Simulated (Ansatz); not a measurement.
Correlation energies of `OC(O)(F)CF` by basis set

Z-matrix (Å, degrees):
```
C
O 1 1.356
F 1 1.388 2 110.0
O 1 1.371 2 109.9 3 -118.5
C 1 1.518 2 108.3 3 117.3
H 2 0.964 1 108.0 3 74.9
H 4 0.964 1 108.1 2 -177.2
F 5 1.378 1 108.3 2 173.9
H 5 1.091 1 110.2 2 -66.7
H 5 1.091 1 109.2 2 55.4
```

Total charge 0; spin multiplicity 1. Geometry: relaxed with PBE0-D4/def2-TZVP. It is one conformer, not always the lowest. Frozen core, restricted reference, Ansatz 0.2.0. CBS rows extrapolate triple and quadruple zeta; past MP2 they add the triple-zeta difference.

| basis | HF (Eh) | MP2 corr. |
| --- | --- | --- |
| def2-SVP | -426.34244 | -1.00544 |
| def2-TZVPP | -426.86636 | -1.30345 |
| def2-QZVPP | -426.88520 | -1.41364 |

(1) Estimate the CCSD correlation energy and the (T) correction in each basis where they were run (hartree).

Answers

(1) 
```csv
basis,CCSD corr.,(T)
def2-SVP,-1.03775,-0.02282
def2-TZVPP,-1.32150,-0.04556
CBS(def2),-1.51331,as TZ
```
